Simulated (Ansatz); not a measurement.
C4H7F (`C/C=C/CF`). The species carries charge 0 and has multiplicity 1.

```tsv
atom	x (Å)	y (Å)	z (Å)
C1	-0.451	-0.823	1.709
C2	-0.411	-0.430	0.274
C3	0.438	0.446	-0.245
C4	0.485	0.844	-1.677
F5	-0.471	0.193	-2.427
H6	0.308	-0.299	2.293
H7	-1.430	-0.606	2.148
H8	-0.290	-1.899	1.826
H9	-1.134	-0.900	-0.388
H10	1.176	0.937	0.387
H11	1.465	0.614	-2.113
H12	0.316	1.923	-1.787
```

**Question.** List the harmonic frequencies (cm⁻¹, unscaled) at PBE0-D4/def2-TZVP in Ansatz. (An estimate is asked.)

**Answer.** Computed: 137, 194, 207, 250, 373, 668, 745, 887, 995, 1001, 1043, 1069, 1126, 1151, 1265, 1308, 1328, 1403, 1418, 1470, 1483, 1491, 1770, 3025, 3038, 3059, 3093, 3125, 3149, 3175.

**Question.** Is this a minimum?

**Answer.** Yes, all 30 modes are real.

**Question.** Give the ideal-gas thermochemistry at 298.15 K and 1 bar (rigid rotor, harmonic oscillator; point group Cs, symmetry number 1).

**Answer.** Zero-point energy 265.8 kJ/mol; H(298) − E = 284.0 kJ/mol; entropy 317.4 J/(mol·K), of which translation 162.6, rotation 107.7, vibration 47.1; G(298) − E = 189.4 kJ/mol.

**Question.** And at 400, 500, 600, 800 and 1000 K?

**Answer.** 
| T (K) | H − E (kJ/mol) | S (J/mol/K) | G − E (kJ/mol) |
| --- | --- | --- | --- |
| 400 | 294.5 | 347.5 | 155.5 |
| 500 | 307.0 | 375.4 | 119.3 |
| 600 | 321.6 | 402.0 | 80.4 |
| 800 | 355.6 | 450.7 | -4.9 |
| 1000 | 394.6 | 494.1 | -99.5 |

**Question.** Rotational constants (cm⁻¹)?

**Answer.** 0.5017, 0.08418, 0.07407.
